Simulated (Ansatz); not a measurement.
Species: C$_{5}$H$_{7}$, net charge 0, doublet state. It need not be the lowest isomer of its formula. 
Geometry from a B3LYP-D3(BJ)/def2-TZVP (Ansatz, an electronic-structure program) optimisation:
```
C
C 1 1.4271
H 2 1.0791 1 134.19
C 2 1.4844 3 132.87 1 90.76
H 4 1.0868 2 118.48 3 128.24
H 4 1.0872 5 113.97 2 147.88
C 1 1.4887 2 138.63 3 -6.33
H 7 1.0826 1 118.05 2 -25.17
H 7 1.0832 8 114.82 1 -145.90
C 1 1.4907 2 139.13 3 -107.67
H 10 1.0825 1 117.76 2 -120.22
H 10 1.0826 11 114.99 1 -145.64
```
Charge 0, spin multiplicity 2.

Dipole moments at this geometry, in debye (magnitudes).

```
level               program  dipole (D)
------------------  -------  ----------
PBE/def2-TZVPD       Ansatz        0.77
BLYP/def2-TZVPD      Ansatz        0.78
r2SCAN/def2-TZVPD    Ansatz        0.70
B97M-V/def2-TZVPD    Ansatz        0.71
PBE0/def2-TZVPD      Ansatz        0.71
BHLYP/def2-TZVPD     Ansatz        0.68
r2SCAN0/def2-TZVPD   Ansatz        0.67
HSE06/def2-TZVPD     Ansatz        0.71
wB97M-V/def2-TZVPD   Ansatz        0.72
```
